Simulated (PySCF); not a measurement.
**Spin-rotation constants: SMILES C1(/C=N\C)=CC1, C₅H₇N**

Geometry (Å), atoms numbered from 1 in this order:
```xyz
13

C     1.7358    0.8967   -0.3321
N     1.7010   -0.0948    0.7077
C     0.6000   -0.6918    0.9475
C    -0.6554   -0.4667    0.2625
C    -1.3591    0.1610   -0.6427
C    -2.1039   -0.8535    0.1669
H     1.0350    1.7273   -0.1277
H     2.7485    1.3132   -0.4240
H     1.4427    0.4740   -1.3111
H     0.5924   -1.4480    1.7458
H    -1.4273    0.9026   -1.4344
H    -2.8101   -0.5194    0.9430
H    -2.3827   -1.8161   -0.2895
```

Computed, not measured: GIAO CAM-B3LYP/pcSseg-1 magnetisability, rotational g tensor and spin-rotation constants, non-relativistic, gas phase (PySCF 2.14.0). Geometry: PBE0-D3(BJ)/def2-SVP.

**Question.** Give the nuclear spin-rotation constants along the inertial axes (H = +C I·J) beside the isotropic shieldings.

**Answer.** Rotational constants 9.2019, 2.4721, 1.9993 GHz. A star marks the isotopologue with that one atom substituted, in its own axes.
| atom | isotope | Caa (kHz) | Cbb (kHz) | Ccc (kHz) | mean (kHz) | σ (ppm) |
| --- | --- | --- | --- | --- | --- | --- |
| N2 | 14N | 2.686 | 0.860 | 0.042 | 1.196 | -174.3 |
| H7 | 1H | -0.742 | -0.168 | -0.029 | -0.313 | 28.3 |
| H8 | 1H | 0.520 | -0.231 | -0.196 | 0.031 | 27.0 |
| H9 | 1H | -0.732 | -0.168 | -0.031 | -0.310 | 28.3 |
| H10 | 1H | -0.792 | 0.269 | -0.176 | -0.233 | 22.9 |
| H11 | 1H | -0.922 | 0.286 | -0.228 | -0.288 | 23.8 |
| H12 | 1H | -0.510 | -0.234 | -0.078 | -0.274 | 30.0 |
| H13 | 1H | -0.502 | -0.234 | -0.078 | -0.272 | 30.0 |
| C1 | 13C* | 1.960 | 0.367 | 0.383 | 0.903 | 139.3 |
| C3 | 13C* | 3.337 | 1.301 | 0.393 | 1.677 | 23.0 |
| C4 | 13C* | 5.028 | 0.638 | 0.203 | 1.956 | 63.9 |
| C5 | 13C* | 3.491 | 1.127 | 0.231 | 1.616 | 51.9 |
| C6 | 13C* | 1.853 | 0.411 | 0.032 | 0.765 | 177.0 |

For the geometry as given, no vibrational averaging.

**Question.** How do the rotational constants and the g tensor change when H7, H8, H9, H10, H11, H12, H13 are replaced by deuterium?

**Answer.** Constants 7.0330, 2.1239, 1.7035 GHz; g -0.0886, -0.0292, 0.0005, against -0.1145, -0.0342, 0.0007 before.
